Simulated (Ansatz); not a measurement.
# ClH4NSi: the cost of one run

Program: Ansatz 0.2.0. Level of theory: RKS PBE0/def2-SVP. These are calculated values, not measurements.

**1. The system as given**

Bond lengths: N1–Si2 1.651 Å, Si2–Cl3 2.024 Å, N1–H4 1.066 Å, N1–H5 1.036 Å, Si2–H6 1.494 Å, Si2–H7 1.498 Å. Angles: N1–Si2–Cl3 107.5°, N1–Si2–H6 108.4°, N1–Si2–H7 109.0°, Cl3–Si2–H6 109.2°, Cl3–Si2–H7 110.9°, H6–Si2–H7 111.7°, Si2–N1–H4 105.8°, Si2–N1–H5 110.3°, H4–N1–H5 104.0°.

As a file:

```xyz
7

N    -0.7796   -0.2793   -0.7021
Si    0.5591    0.0082    0.2199
Cl    0.5826   -1.3658    1.7057
H    -0.8868    0.5738   -1.3318
H    -1.6315   -0.2639   -0.1124
H     0.4372    1.3728    0.8149
H     1.7802   -0.1138   -0.6399
```

**2. Relaxing end A**

input.yaml

```yaml
crystal:
  periodic: [false, false, false]
  atoms:
    - { symbol: "N", position_ang: [-0.7796, -0.2793, -0.7021] }
    - { symbol: Si, position_ang: [0.5591, 0.0082, 0.2199] }
    - { symbol: Cl, position_ang: [0.5826, -1.3658, 1.7057] }
    - { symbol: H, position_ang: [-0.8868, 0.5738, -1.3318] }
    - { symbol: H, position_ang: [-1.6315, -0.2639, -0.1124] }
    - { symbol: H, position_ang: [0.4372, 1.3728, 0.8149] }
    - { symbol: H, position_ang: [1.7802, -0.1138, -0.6399] }
basis:
  gaussian: { orbitals: def2-SVP }
hamiltonian:
  xc: pbe0
relax:
  f_tol: 0.015
  max_steps: 40
output:
  orbitals: {}
```

Launch:

```
ansatz run input.yaml --threads 1 --pin off --max-ram 2048MiB --backend cpu --events-out ev --progress --plain --runs-dir out
```

What time and memory should one allow on 1 thread of an x86-64 CPU, shared host?

About 14 s, with a peak of 0.16 GiB.
